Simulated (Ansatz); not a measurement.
# BNH₃ (quartet): the correlation ladder, cc-pVDZ

The task here is to estimate one member of a computed series from the others.

The runs use Ansatz 0.2.0, Gaussian basis; cc-pVDZ, core rule «outside noble gas», up to 2 orbitals frozen.

To be run: UHF; CCSD(T) on ROHF; CCSD(T) on UHF; BCCD(T) on ROHF; CISD; CCSDT(Q) on ROHF; CCSDT(Q) on UHF; CASSCF and MRCISD+Q, 11 electrons in 11 orbitals; CASSCF and NEVPT2, 11 electrons in 11 orbitals.

22 further runs of the same task are left out: 1 for a known fault of the program, 8 that didn't finish, 13 set aside as unsound or not needed.

## What is computed

The geometry is a PBE0/def2-TZVP stationary point (not a proven minimum) of the parent state, kept for this charge and spin.

5 atoms, charge 0, spin multiplicity 4.

Atoms are counted from 1 here; the program's logs count them from 0.

Bond lengths: B1–N2 1.374 Å, B1–H3 1.195 Å, N2–H4 1.011 Å, N2–H5 1.007 Å. Angles: N2–B1–H3 125.1°, B1–N2–H4 123.7°, B1–N2–H5 123.2°, H4–N2–H5 113.1°.

Geometry (Å):

```
B     0.0000   -0.1798    0.7865
N     0.0000    0.0674   -0.5650
H     0.0000    0.6578    1.6392
H     0.0000    0.9957   -0.9652
H     0.0000   -0.6620   -1.2589
```

The first run:

Input file in.yaml:

```yaml
crystal:
  periodic: [false, false, false]
  atoms:
    - {symbol: B, position_ang: [0.000000, -0.179775, 0.786527]}
    - {symbol: N, position_ang: [0.000000, 0.067403, -0.564987]}
    - {symbol: H, position_ang: [0.000000, 0.657847, 1.639246]}
    - {symbol: H, position_ang: [0.000000, 0.995722, -0.965199]}
    - {symbol: H, position_ang: [0.000000, -0.661987, -1.258945]}
basis:
  gaussian: {orbitals: cc-pVDZ}
magnetization: {spin_polarized: true, initial_magnetization: 3}
hamiltonian: {xc: hf}
output: {orbitals: {seedname: orbitals}}
```

On the command line:

```bash
$ ansatz run in.yaml --threads 1 --pin off --events-out ev --progress --plain --max-ram 2393MiB
```

Among the steps run: UHF; CCSD(T) on ROHF; CCSD(T) on UHF; BCCD(T) on ROHF; CISD; CCSDT(Q) on ROHF; CCSDT(Q) on UHF; CASSCF and MRCISD+Q, 11 electrons in 11 orbitals; CASSCF and NEVPT2, 11 electrons in 11 orbitals.

One of the session's tables, all rows but one given; the rest of the session is left out.

| method | from UCCSDT(Q) (kcal/mol) |
| --- | --- |
| ROHF | +150.47 |
| UHF | +146.48 |
| RMP2 | +22.92 |
| UMP2 | +22.97 |
| CISD | +11.75 |
| RCCSD | ? |
| UCCSD | +3.28 |
| RCCSD(T) | +0.60 |
| UCCSD(T) | +0.57 |
| BCCD(T) | +0.59 |
| RCCSDT | +0.19 |
| UCCSDT | +0.15 |
| RCCSDT(Q) | +0.03 |
| UCCSDT(Q) | 0 |
| CASSCF valence | +96.97 |
| NEVPT2 valence | +22.11 |
| MRCISD valence | +5.44 |
| MRCISD+Q valence | +0.55 |

Q: Estimate the row for RCCSD from the others.

As computed: from UCCSDT(Q) (kcal/mol): +3.35. In the column «from UCCSDT(Q) (kcal/mol)» it lies between UCCSD (+3.28) and MRCISD valence (+5.44).

To keep in mind: Restricted and unrestricted rows rest on different reference determinants; where their highest levels disagree by more than a few hundredths of an eV, they describe different states and don't form one ladder.
